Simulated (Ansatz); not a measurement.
CF2O, SMILES `O=C(F)F`: measurement beside calculation (Ansatz, PBE0-D4/def2-TZVP geometry).

```xyz
4

O    -0.9283    0.7630    0.3858
C    -0.0686    0.0564    0.0285
F     1.1800    0.3984   -0.1654
F    -0.1831   -1.2177   -0.2489
```

Measured: 773.9 cm⁻¹ (out-of-plane deformation, in situ FTIR absorption). Source: Fluorination of vertically aligned carbon nanotubes: from CF4 plasma chemistry to surface functionalization, 2017 (pmc:5588556).

Harmonic PBE0-D4 wavenumbers (cm⁻¹, unscaled): 588, 626, 794, 996, 1279, 2002. Fundamentals include anharmonicity and usually lie a few per cent under these; harmonic values from spectra compare directly.

Enthalpy of formation at 298 K: -149.1 kcal/mol (zero for an element's reference state; older measured values of the G2 set, as listed by Staroverov and co-workers, J. Chem. Phys. 119, 12129, 2003). With their computed zero-point and thermal terms and the atoms' enthalpies of Curtiss and co-workers (1997) it gives an electronic atomization energy of 423.1 kcal/mol.

| level | atomization (kcal/mol) | error | error per bond |
| --- | --- | --- | --- |
| LDA (SPW92) | 524.2 | 101.1 | 33.7 |
| PBE-D4 | 449.0 | 25.9 | 8.6 |
| revPBE-D4 | 428.6 | 5.5 | 1.8 |
| BLYP-D4 | 428.8 | 5.7 | 1.9 |
| r2SCAN-D4 | 425.5 | 2.4 | 0.8 |
| B97M-V | 420.9 | -2.2 | -0.7 |
| PBE0-D4 | 423.1 | 0.0 | 0.0 |
| B3LYP-D4 | 417.1 | -6.0 | -2.0 |
| r2SCANh-D4 | 417.0 | -6.1 | -2.0 |
| r2SCAN0-D4 | 404.7 | -18.4 | -6.1 |
| HSE06-D4 | 423.9 | 0.8 | 0.3 |
| BHLYP-D4 | 384.6 | -38.5 | -12.8 |
| CAM-B3LYP-D4 | 422.5 | -0.6 | -0.2 |
| ωB97X-V | 421.7 | -1.4 | -0.5 |
| ωB97M-V | 422.4 | -0.7 | -0.2 |
| B2PLYP | 416.4 | -6.7 | -2.2 |
| PBE-QIDH | 416.0 | -7.1 | -2.4 |
| PBE | 448.1 | 25.0 | 8.3 |
| revPBE | 424.7 | 1.6 | 0.5 |
| BLYP | 426.5 | 3.4 | 1.1 |
| r2SCAN | 425.3 | 2.2 | 0.7 |
| PBE0 | 422.4 | -0.7 | -0.2 |
| B3LYP | 415.5 | -7.6 | -2.5 |
| r2SCANh | 416.8 | -6.3 | -2.1 |
| r2SCAN0 | 404.4 | -18.7 | -6.2 |
| HSE06 | 423.2 | 0.1 | 0.0 |
| BHLYP | 383.6 | -39.5 | -13.2 |
| CAM-B3LYP | 421.7 | -1.4 | -0.5 |
| LC-ωPBE | 426.5 | 3.4 | 1.1 |
| RPA@PBE/def2-TZVPP | 373.2 | -49.9 | -16.6 |
| HF/def2-TZVPP | 265.4 | -157.7 | -52.6 |
| MP2/def2-TZVPP | 433.1 | 10.0 | 3.3 |
| SCS-MP2/def2-TZVPP | 418.1 | -5.0 | -1.7 |
| CCSD/def2-TZVPP | 393.4 | -29.7 | -9.9 |
| CCSD(T)/def2-TZVPP | 405.7 | -17.4 | -5.8 |
| HF/def2-QZVPP | 266.2 | -156.9 | -52.3 |
| MP2/def2-QZVPP | 440.8 | 17.7 | 5.9 |
| SCS-MP2/def2-QZVPP | 426.4 | 3.3 | 1.1 |
| CCSD/def2-QZVPP | 400.4 | -22.7 | -7.6 |
| CCSD(T)/def2-QZVPP | 413.5 | -9.6 | -3.2 |
| HF/CBS(def2) | 266.3 | -156.8 | -52.3 |
| MP2/CBS(def2) | 446.0 | 22.9 | 7.6 |
| CCSD/CBS(def2) | 405.0 | -18.1 | -6.0 |
| CCSD(T)/CBS(def2) | 418.8 | -4.3 | -1.4 |

Functionals use def2-TZVPP; B3LYP here is the variant with VWN-RPA as its local correlation; programs differ in this. The calculations leave out spin–orbit coupling, scalar relativity and, for the correlated methods, core correlation; together these are worth up to about 1 kcal/mol a heavy atom. HSE06 is defined as in plane-wave codes. CBS extrapolates def2-TZVPP and def2-QZVPP. T1 = 0.014.
